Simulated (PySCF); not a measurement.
Start geometry of `[H]/N=C\CC(F)F` from GFN2-xTB (Å):
```
atom  x, y, z in Å
N1     2.1652    0.7292   -0.0981
C2     1.1101    0.1903   -0.4919
C3     0.0251   -0.4427    0.3426
C4    -1.3520    0.0533   -0.0739
F5    -1.6394   -0.3267   -1.3412
F6    -2.3107   -0.4954    0.7121
H7     2.3039    0.7459    0.9123
H8     0.9449    0.1575   -1.5651
H9     0.1670   -0.2303    1.4046
H10    0.0522   -1.5263    0.1915
H11   -1.4608    1.1479   -0.0188
```

**Question.** What comes out of this run: PBE0-D3(BJ)/def2-SVP geometry optimisation, gas phase in PySCF 2.14.0?

**Answer.** 
```
atom  x, y, z in Å
N1     1.912    1.266   -0.020
C2     1.082    0.415   -0.453
C3     0.113   -0.410    0.346
C4    -1.314   -0.269   -0.133
F5    -1.409   -0.690   -1.415
F6    -2.124   -1.043    0.619
H7     1.848    1.339    1.003
H8     1.051    0.241   -1.543
H9     0.159   -0.146    1.414
H10    0.367   -1.480    0.246
H11   -1.687    0.770   -0.087
```

The energy falls by 1.3 kcal/mol over 14 energy and gradient evaluations, the largest force component goes from 0.0257 to 2.6e-04 Eh/bohr, and the atoms move by 0.070 Å rms after alignment. Among the bonds, N1=C2 and C2–H8 change most and about equally (+0.017 to +0.018 Å). Bonds longer at the end by more than 0.005 Å: 5 of 10; shorter: 3. Among the angles that change most is C2–N1–H7, from 115.8° to 110.3°. Rotational constants go from 8406, 1930, 1661 to 8282, 1956, 1680 MHz. The orientation of the end geometry is arbitrary; only internal coordinates are fixed.

The run used 109 basis functions and 95 SCF cycles in all. Time: 90 s wall. Hardware: one thread of an Arm Neoverse N1 (shared host).

Whether it is a minimum is left open (no frequencies). One conformer, not necessarily the lowest.
